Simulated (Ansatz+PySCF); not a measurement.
Results of a calculation; reference values are marked as such.
## Ansatz (development build ahead of 0.2.0) run

```yaml
crystal:
  periodic: [false, false, false]
  atoms:
    - { symbol: C, position_ang: [0.0, 0.0, 0.0] }
    - { symbol: S, position_ang: [1.07306, 1.43075, 3.09766] }
basis:
  gaussian: { orbitals: STO-3G }
hamiltonian:
  xc: hf
correlation:
  method: fci
  frozen_orbitals: { C: 1, S: 5 }
```

The input is written out in the form of the current development build from the run's settings.

Output:

```json
{
 "Converged": "yes",
 "Total energy": "-430.35036 hartree",
 "State": "lowest singlet root, of any spatial symmetry"
}
```
